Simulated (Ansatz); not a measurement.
Results of r²SCAN in Ansatz (plane waves, PAW) for fluorite CeO2.

Settings: plane-wave cutoff 560 eV, 12×12×12 k mesh, Fermi–Dirac smearing 0.01 eV, no spin polarisation, scalar-relativistic PAW data made under PBE.

Response to compression and expansion:

```json
[
 {"V (Å³/atom)": "12.591", "P (GPa)": "13.58", "direct gap at Γ (eV)": "3.585", "smallest gap on the k mesh (eV)": "2.414"},
 {"V (Å³/atom)": "12.859", "P (GPa)": "8.56", "direct gap at Γ (eV)": "3.450", "smallest gap on the k mesh (eV)": "2.343"},
 {"V (Å³/atom)": "13.127", "P (GPa)": "4.05", "direct gap at Γ (eV)": "3.322", "smallest gap on the k mesh (eV)": "2.273"},
 {"V (Å³/atom)": "13.394", "P (GPa)": "0.00", "direct gap at Γ (eV)": "3.201", "smallest gap on the k mesh (eV)": "2.204"},
 {"V (Å³/atom)": "13.662", "P (GPa)": "-3.63", "direct gap at Γ (eV)": "3.086", "smallest gap on the k mesh (eV)": "2.137"},
 {"V (Å³/atom)": "13.930", "P (GPa)": "-6.89", "direct gap at Γ (eV)": "2.977", "smallest gap on the k mesh (eV)": "2.072"},
 {"V (Å³/atom)": "14.198", "P (GPa)": "-9.82", "direct gap at Γ (eV)": "2.873", "smallest gap on the k mesh (eV)": "2.009"}
]
```

The fundamental gap (2.20 eV at the equilibrium volume, with added k points) lies elsewhere than Γ–Γ.

Measured, for comparison: band gap 3 eV (temperature not stated, not corrected to a static lattice, O 2p to Ce 4f, our sources range from 3.00 to 3.20; as tabulated in Tran et al. (2019), arXiv:1908.01820).

Spin–orbit coupling is not included.

Ansatz is a quantum-chemistry and plane-wave program.
